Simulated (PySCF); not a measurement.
hydrogen sulfide cation (H₂S), SMILES S (connectivity only; charge and spin as stated), charge +1, multiplicity 2. Coordinates come from a PBE0-D3(BJ)/def2-TZVPD optimisation. The multiplicity is an assumed one; other spin states were not compared.

Level of theory: PBE0-D3(BJ)/def2-TZVPD (PySCF).

Harmonic wavenumbers (cm⁻¹): 1180, 2592, 2595. Rotational constants (GHz): 301.7, 257.0, 138.8; symmetry number 2.

Q: Work out the zero-point energy and the ideal-gas rigid-rotor harmonic-oscillator thermochemistry at 298.15 K and 1 atm.

A: ZPE = ½ Σ hcν = ½ × 6366 cm⁻¹ = 9.10 kcal/mol. H − E(el) = 11.48 kcal/mol. Entropy in cal/(mol K): translation 36.51, rotation 12.69, vibration 0.05, spin 1.38, total 50.62. G − E(el) = -3.61 kcal/mol. Cp = 8.17 cal/(mol K).
